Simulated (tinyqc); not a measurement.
Worked calculation: MP2 on RHF in the sto-3g basis, for H2O, spin multiplicity 1. One step of it, computed by the program tinyqc.

Question. Second-order Moller-Plesset energy. E2 = sum_ijab (ia|jb) [2 (ia|jb) - (ib|ja)] / (e_i + e_j - e_a - e_b) over occupied i, j and virtual a, b; the opposite-spin part is (ia|jb)^2 / denominator, the rest is same-spin, and SCS-MP2 scales them by 6/5 and 1/3.

orbital energies (hartree): MO1 -20.247834, MO2 -1.186795, MO3 -0.545881, MO4 -0.402321, MO5 -0.376750, MO6 0.420880, MO7 0.590280

Two-electron integrals over orbitals (pq|rs), unique and non-zero (hartree):
```
(11|11) 4.746905    (21|11) -0.431696   (21|21) 0.061959    (22|11) 1.023808
(22|21) -0.015796   (22|22) 0.722403    (31|31) 0.009982    (32|31) 0.016086
(32|32) 0.128499    (33|11) 0.742829    (33|21) -0.004586   (33|22) 0.602875
(33|33) 0.580596    (41|11) 0.151623    (41|21) -0.020210   (41|22) 0.011106
(41|33) 0.004895    (41|41) 0.023961    (42|11) -0.140314   (42|21) 0.007387
(42|22) -0.028031   (42|33) 0.003774    (42|41) 0.020161    (42|42) 0.131053
(43|31) -0.001862   (43|32) 0.030781    (43|43) 0.054719    (44|11) 0.947205
(44|21) -0.011216   (44|22) 0.668134    (44|33) 0.559064    (44|41) -0.009196
(44|42) -0.096366   (44|44) 0.711175    (51|51) 0.025960    (52|51) 0.033403
(52|52) 0.151702    (53|53) 0.025337    (54|51) -0.010918   (54|52) -0.040746
(54|54) 0.047114    (55|11) 1.115358    (55|21) -0.012246   (55|22) 0.756208
(55|33) 0.590431    (55|41) 0.004239    (55|42) -0.076304   (55|44) 0.696292
(55|55) 0.880159    (61|11) 0.198982    (61|21) -0.030009   (61|22) 0.003475
(61|33) -0.000073   (61|41) -0.003233   (61|42) -0.019927   (61|44) 0.014755
(61|55) 0.005473    (61|61) 0.024318    (62|11) -0.262332   (62|21) 0.006478
(62|22) -0.127094   (62|33) -0.058335   (62|41) -0.017956   (62|42) -0.034220
(62|44) -0.067770   (62|55) -0.139784   (62|61) 0.008460    (62|62) 0.091475
(63|31) -0.002008   (63|32) 0.044952    (63|43) 0.041995    (63|63) 0.084852
(64|11) -0.265841   (64|21) 0.003368    (64|22) -0.129502   (64|33) -0.045147
(64|41) -0.002679   (64|42) 0.037510    (64|44) -0.131651   (64|55) -0.148014
(64|61) -0.000496   (64|62) 0.063905    (64|64) 0.093563    (65|51) -0.013260
(65|52) -0.051951   (65|54) -0.006027   (65|65) 0.033354    (66|11) 0.747879
(66|21) -0.007125   (66|22) 0.574900    (66|33) 0.536338    (66|41) 0.017186
(66|42) 0.049499    (66|44) 0.532028    (66|55) 0.561312    (66|61) -0.007729
(66|62) -0.082366   (66|64) -0.049120   (66|66) 0.564081    (71|31) 0.014215
(71|32) 0.021869    (71|43) -0.002687   (71|63) -0.002369   (71|71) 0.020274
(72|31) 0.014910    (72|32) 0.058151    (72|43) -0.025779   (72|63) -0.027594
(72|71) 0.020291    (72|72) 0.070735    (73|11) 0.374359    (73|21) -0.006891
(73|22) 0.172871    (73|33) 0.087904    (73|41) -0.000037   (73|42) -0.069754
(73|44) 0.150706    (73|55) 0.206420    (73|61) 0.005169    (73|62) -0.069473
(73|64) -0.097989   (73|66) 0.042374    (73|73) 0.157118    (74|31) -0.007417
(74|32) -0.067764   (74|43) -0.012745   (74|63) -0.057497   (74|71) -0.010592
(74|72) -0.018092   (74|74) 0.067056    (75|53) 0.024045    (75|75) 0.026179
(76|31) -0.007682   (76|32) -0.088238   (76|43) -0.063901   (76|63) -0.075819
(76|71) -0.010749   (76|72) -0.000409   (76|74) 0.058670    (76|76) 0.116818
(77|11) 0.853026    (77|21) -0.009398   (77|22) 0.611527    (77|33) 0.576368
(77|41) 0.003306    (77|42) -0.022990   (77|44) 0.583288    (77|55) 0.614976
(77|61) 0.004167    (77|62) -0.061709   (77|64) -0.055313   (77|66) 0.540551
(77|73) 0.106735    (77|77) 0.599326
```

Hartree-Fock energy = -74.91438993 hartree

Give: Terms; Pair energies; MP2 correlation energy; SCS-MP2 correlation energy; MP2 total energy.

Answer.

Terms:
```
i  j  a  b    (ia|jb)    (ib|ja)  denominator       term
3  3  7  7     0.1571     0.1571      -2.2723    -0.0109
4  3  6  7    -0.0980    -0.0575      -1.9594    -0.0069
3  4  7  6    -0.0980    -0.0575      -1.9594    -0.0069
4  4  6  6     0.0936     0.0936      -1.6464    -0.0053
3  3  6  6     0.0849     0.0849      -1.9335    -0.0037
3  2  7  6    -0.0695    -0.0276      -2.7438    -0.0028
2  3  6  7    -0.0695    -0.0276      -2.7438    -0.0028
2  2  6  6     0.0915     0.0915      -3.2154    -0.0026
4  4  7  7     0.0671     0.0671      -1.9852    -0.0023
4  2  6  6     0.0639     0.0639      -2.4309    -0.0017
2  4  6  6     0.0639     0.0639      -2.4309    -0.0017
2  2  7  7     0.0707     0.0707      -3.5542    -0.0014
5  5  6  6     0.0334     0.0334      -1.5953    -0.0007
3  4  6  7    -0.0575    -0.0980      -1.9594  -4.99e-04
4  3  7  6    -0.0575    -0.0980      -1.9594  -4.99e-04
5  5  7  7     0.0262     0.0262      -1.9341  -3.54e-04
3  2  6  7    -0.0276    -0.0695      -2.7438   1.44e-04
2  3  7  6    -0.0276    -0.0695      -2.7438   1.44e-04
4  2  7  7    -0.0181    -0.0181      -2.7697  -1.18e-04
2  4  7  7    -0.0181    -0.0181      -2.7697  -1.18e-04
2  1  7  7     0.0203     0.0203     -22.6152  -1.82e-05
1  2  7  7     0.0203     0.0203     -22.6152  -1.82e-05
1  1  6  6     0.0243     0.0243     -41.3374  -1.43e-05
1  1  7  7     0.0203     0.0203     -41.6762  -9.86e-06
4  1  7  7    -0.0106    -0.0106     -21.8307  -5.14e-06
1  4  7  7    -0.0106    -0.0106     -21.8307  -5.14e-06
1  2  6  6     0.0085     0.0085     -22.2764  -3.21e-06
2  1  6  6     0.0085     0.0085     -22.2764  -3.21e-06
3  1  7  6     0.0052    -0.0024     -21.8049  -3.01e-06
1  3  6  7     0.0052    -0.0024     -21.8049  -3.01e-06
3  1  6  7    -0.0024     0.0052     -21.8049  -1.08e-06
1  3  7  6    -0.0024     0.0052     -21.8049  -1.08e-06
4  1  6  6  -4.96e-04  -4.96e-04     -21.4919  -1.15e-08
1  4  6  6  -4.96e-04  -4.96e-04     -21.4919  -1.15e-08
```

Pair energies (hartree; pair i-j sums ij and ji):
```
pair  opposite spin  same spin
1-1       -2.42e-05     0.0000
2-1       -4.28e-05     0.0000
2-2         -0.0040     0.0000
3-1       -2.97e-06  -5.21e-06
3-2         -0.0041    -0.0013
3-3         -0.0146     0.0000
4-1       -1.03e-05     0.0000
4-2         -0.0036     0.0000
4-3         -0.0132    -0.0017
4-4         -0.0076     0.0000
5-5         -0.0011     0.0000
```

MP2 correlation energy = -0.051114 hartree

SCS-MP2 correlation energy = -0.058774 hartree

MP2 total energy = -74.965504 hartree
